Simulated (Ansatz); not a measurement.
Relaxation of ClFH$_{2}$Si (5 atoms, charge 0, multiplicity 1), to a largest force component of 0.03 eV/Å in at most 50 steps.

These are results of RKS CAM-B3LYP-D4/def2-SVP (Ansatz 0.2.0), not measurements.

```xyz
5
Properties=species:S:1:pos:R:3:forces:R:3
Si -0.053 -0.096 -1.072 -0.08 0.00 -0.15
H 1.299 0.368 1.173 -0.30 1.74 0.20
H 1.439 -0.335 1.119 0.38 -1.73 -0.06
Cl -0.940 1.683 -0.412 0.00 0.02 0.00
F -0.915 -1.179 -0.222 -0.01 -0.02 0.01
```

Problem. Where does it end, and by what steps?

Solution. The forces met the threshold. The force dipped under the threshold on the way, but the program's further checks kept it going. After 6 steps the energy has fallen by 0.072 eV; Si1 moved furthest, 0.32 Å.

| step | energy less start (eV) | largest force component (eV/Å) | accepted |
| --- | --- | --- | --- |
| 0 | 0.0000 | 1.741 | yes |
| 1 | -0.0658 | 0.203 | yes |
| 2 | -0.0686 | 0.134 | yes |
| 3 | -0.0700 | 0.044 | yes |
| 4 | -0.0707 | 0.024 | yes |
| 5 | -0.0714 | 0.049 | yes |
| 6 | -0.0716 | 0.029 | yes |

```xyz
5
Properties=species:S:1:pos:R:3
Si -0.274 -0.091 -1.298
H 1.489 0.393 1.307
H 1.547 -0.368 1.333
Cl -0.993 1.685 -0.460
F -0.939 -1.179 -0.294
```

Whether the end is a true minimum wasn't checked by a vibrational analysis.

Run time: 12 s on 1 thread of AMD EPYC 7R43 64-Core Processor (Zen 3), on a shared host, peak memory 0.14 GiB.
